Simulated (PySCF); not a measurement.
Gas-phase reaction: 2 SiF₄ + 2 FO = 2 SiOF₂ + 3 F₂

Method: PySCF energies plus ideal-gas RRHO corrections (1 bar). † marks an energy on the PBE0/def2-TZVP geometry and frequencies; other levels use their own. MP2 and CCSD(T) freeze the core. Open shells (unrestricted): FO (multiplicity 2, electronic degeneracy 4); the rest are closed-shell singlets. Spin-orbit splitting is ignored; it lowers the true energy and changes the entropy of FO. B3LYP is the form with VWN-RPA correlation. SiOF₂: computed as isolated molecules; such fragments, hydroxides, amides, oligomers or adducts are transient or little studied in the gas. MP2 isn't extrapolated to the basis-set limit; its ΔH°(298 K) is 1152.2 kJ in def2-SVP and 1172.4 kJ in def2-TZVPP. CCSD(T) isn't extrapolated to the basis-set limit; its ΔH°(298 K) is 1164.5 kJ in def2-SVP and 1197.0 kJ in def2-TZVPP. The harmonic model lacks anharmonicity and excited electronic states, which grow with temperature; levels with a mode under 35 cm⁻¹ are left out.

| level | ΔE electronic, kJ | ΔH°(298 K), kJ | ΔS°(298 K), J/K | ΔG°(2000 K), kJ |
|---|---|---|---|---|
| B3LYP/def2-TZVP† | 1194 | 1188 | 159 | 890 |
| CCSD(T)/def2-TZVPP† | 1203 | 1197 | 159 | 898 |
| M06-2X/def2-TZVP† | 1261 | 1255 | 159 | 956 |
| MP2/def2-TZVPP† | 1178 | 1172 | 159 | 874 |
| PBE0/def2-TZVP | 1221 | 1215 | 159 | 916 |
| LDA/def2-TZVP† | 1149 | 1143 | 159 | 844 |
| ωB97M-V/def2-TZVP† | 1209 | 1203 | 159 | 904 |
ΔH° is lowest at LDA/def2-TZVP† and highest at M06-2X/def2-TZVP†. No reference value is set beside these.
